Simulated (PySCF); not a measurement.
Species: C4H9NO.
Bonds: C1–C2, C2–C3, C3–C4, C4–N5, C4–O6 (double). Hydrogens: H7, H8, H9 on C1; H10, H11 on C2; H12, H13 on C3; H14, H15 on N5.

The calculation used PBE0-D3(BJ)/def2-TZVP geometry optimisation, gas phase in PySCF 2.14.0.

Problem. Give the optimised bond lengths and angles.

Solution. 
```json
{"bond": "C1–C2", "length (Å)": "1.518", "order": "single"}
{"bond": "C2–C3", "length (Å)": "1.516", "order": "single"}
{"bond": "C3–C4", "length (Å)": "1.516", "order": "single"}
{"bond": "C4–N5", "length (Å)": "1.358", "order": "single"}
{"bond": "C4=O6", "length (Å)": "1.212", "order": "double"}
{"bond": "C1–H7, C1–H8, C1–H9", "length (Å)": "1.093", "order": "single"}
{"bond": "C2–H10, C2–H11", "length (Å)": "1.093", "order": "single"}
{"bond": "C3–H12, C3–H13", "length (Å)": "1.097", "order": "single"}
{"bond": "N5–H14", "length (Å)": "1.003", "order": "single"}
{"bond": "N5–H15", "length (Å)": "1.005", "order": "single"}
```

Bonds in one row agree within 0.01 Å and their mean is given. Orders are formal, as drawn. A selection of angles:
```json
{"angle": "C2–C1–H7", "degrees": "111.3"}
{"angle": "H7–C1–H8", "degrees": "107.6"}
{"angle": "C1–C2–C3", "degrees": "112.2"}
{"angle": "C1–C2–H10", "degrees": "110.4"}
{"angle": "C3–C2–H10", "degrees": "109.0"}
{"angle": "H10–C2–H11", "degrees": "105.6"}
{"angle": "C2–C3–C4", "degrees": "113.2"}
{"angle": "C2–C3–H12", "degrees": "110.3"}
{"angle": "C4–C3–H12", "degrees": "108.0"}
{"angle": "C4–C3–H13", "degrees": "108.6"}
{"angle": "H12–C3–H13", "degrees": "105.9"}
{"angle": "C3–C4–N5", "degrees": "114.6"}
{"angle": "C3–C4–O6", "degrees": "123.3"}
{"angle": "N5–C4–O6", "degrees": "122.1"}
{"angle": "C4–N5–H14", "degrees": "122.0"}
{"angle": "C4–N5–H15", "degrees": "118.6"}
{"angle": "H14–N5–H15", "degrees": "119.4"}
```

Dihedral angles: C1–C2–C3–C4 180° (antiperiplanar); C2–C3–C4–N5 -176° (antiperiplanar). The mirror-image conformer, all signs reversed, is as good.

Of the pairs four or more bonds apart, O6···H11 is among the closest relative to their van der Waals radii: 2.70 Å, 99 % of the sum of Bondi's values. All 3 C–C bonds measure 1.516 to 1.518 Å. N5 (amide nitrogen) is planar (angles 122.0°, 119.4° and 118.6°, sum 360.0°, 0.01 Å off the plane of its three neighbours).

Point group: near Cs, missed by 0.19 Å at most; the miss may be what the optimiser left on a soft mode. Stationary, but not proved a minimum. The numbers are those of one conformer (C1–C2–C3–C4 180°, C2–C3–C4–N5 -176°, C3–C4–N5–H 2° and 180°).
